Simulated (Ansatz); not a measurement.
Antiferromagnetic (type II) rock-salt NiO, treated with LDA (PAW; Ansatz, a quantum-chemistry and plane-wave program).

Total energies, extrapolated to zero smearing (they compare only within this program, potentials and cutoff; free atoms with spin allowed, lowest state found):

```
system                                              energy (eV/atom)
--------------------------------------------------  ----------------
antiferromagnetic (type II) rock-salt NiO, relaxed        -3163.6506
free Ni atom                                              -5767.2922
free O atom                                                -548.5492
```

Work out the cohesive energy per atom.

E_coh = [1 × (-5767.2922) + 1 × (-548.5492)]/2 − (-3163.6506) = 5.73 eV/atom. The reference value is 4.75 eV/atom (measured, temperature not stated, not stated; as tabulated in Wagner (2007), arXiv:0706.3380), a difference of +0.98 eV/atom.

The PAW data were made under PBE.

The crystal was run with opposed moments.
